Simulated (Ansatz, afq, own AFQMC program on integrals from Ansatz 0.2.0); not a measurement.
## AlBH₂, triplet in cc-pVDZ, levels against CCSDT(Q)

```yaml
atoms:
  - { symbol: B, position_ang: [0.0000, 0.0000, 2.5765] }
  - { symbol: Al, position_ang: [0.0000, 0.0000, -1.2635] }
  - { symbol: H, position_ang: [0.0000, 1.0776, 3.0935] }
  - { symbol: H, position_ang: [0.0000, -1.0776, 3.0935] }
```

Connectivity, by distances: BH2 ··· Al.

Basis cc-pVDZ. Noble-gas cores (and the filled d shells of Ga–Kr and In–Xe) are frozen. Ansatz 0.2.0 and our own AFQMC program on the same integrals; the CISD trial comes from CCSD amplitudes, and released means the phaseless constraint is let go. Uncertainties: one standard error, sampling alone.

Determinant: UHF, the one that the program's search chose, which needn't be the lowest solution. The geometry is a point of a scan.

No full CI on the walks' own integrals is used here; CCSDT(Q) serves as the reference and is uncertain by about the last step of the cluster series.

Cautions: lower spins were not checked.

- T1 diagnostic: 0.0182
- weight of the determinant in the CISD state: 0.886
- ⟨S²⟩ of the determinant: 2.018
- size of the correlated space: 8 electrons in 36 orbitals

```csv
level,correlation energy (eV)
MP2,-2.6835
CCSD,-3.6772
CCSD(T),-3.7382
```

Question: Estimate where phaseless AFQMC with a CISD trial lies against CCSD(T) on the same integrals.

Answer: 1.02 ± 0.56 mEh below CCSD(T). The gap is under twice the noise, so this walk alone can't tell the two apart.

Reference: CCSDT(Q), correlation energy -3.771 eV. The released energy is read at 2.40 1/Eh (meV from the phaseless value at times in 1/Eh: 7 ± 9 at 0.24, 3 ± 9 at 0.51, -1 ± 8 at 0.99, 0 ± 10 at 1.62, -3 ± 9 at 2.40).

```csv
level,E − E(reference) (mEh),share of correlation (%)
CCSD(T),1.22,99.12
CCSDT,0.09,99.94
ph-AFQMC/HF,0.85 ± 1.38,99.38
ph-AFQMC/CISD,0.20 ± 0.56,99.86
released AFQMC,0.08 ± 0.34,99.94
```

A walk keeps the symmetry of its determinant, which the program's search chose and which needn't be the lowest solution, so a lower state of the same spin and another symmetry isn't excluded. Released energies are given only where the last usable release times agree within the noise; a slower fall can still hide under it.
